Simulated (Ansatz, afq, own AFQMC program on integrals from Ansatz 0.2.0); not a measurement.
## N, quartet → N⁺, triplet

A free N atom.

E(triplet, charge +1) − E(quartet, charge +0) at this geometry, on UHF and UHF determinants.

Basis cc-pVQZ. Only valence electrons are correlated. AFQMC by an in-house program on the Cholesky factors that Ansatz 0.2.0 writes for its CCSD(T) run. ph-AFQMC/CISD is guided by a CISD state made of CCSD amplitudes; releasing the constraint for a short imaginary time cuts its bias at the price of noise, slowly where states lie close. Error bars are statistical, one sigma. The errors of all members are added in quadrature.

Full CI is exact in this basis; where marked, its frozen core comes from its own orbitals, which moves totals by up to a few meV.

Errors are counted within cc-pVQZ, not against nature.

Cautions: N (quartet): full CI with its own frozen core; N⁺ (triplet): full CI with its own frozen core.

Reference (full CI): 14.488 eV.

```
         level  vertical ionization energy (eV)  error against FCI (eV)
            HF                           13.893                  -0.595
           MP2                           14.605                   0.117
          CCSD                           14.461                  -0.027
       CCSD(T)                           14.487                  -0.001
         CCSDT                           14.488                   0.000
      CCSDT(Q)                           14.489                   0.001
 ph-AFQMC/CISD                   14.490 ± 0.001           0.002 ± 0.001
released AFQMC                  14.490 ± 0.0008          0.002 ± 0.0008
```

Correlation beyond CCSD(T) changes it by less than 2 meV. The perturbative (T) step is worth +0.027 eV.

CCSDT and higher add their correlation energy to the determinant of the CCSD(T) run, since their own runs factorise the integrals more tightly (a shift of under 2 meV). A walk keeps the symmetry of its determinant, which the program's search chose and which needn't be the lowest solution, so a lower state of the same spin and another symmetry isn't excluded. Released energies are given only where the last usable release times agree within the noise; a slower fall can still hide under it.
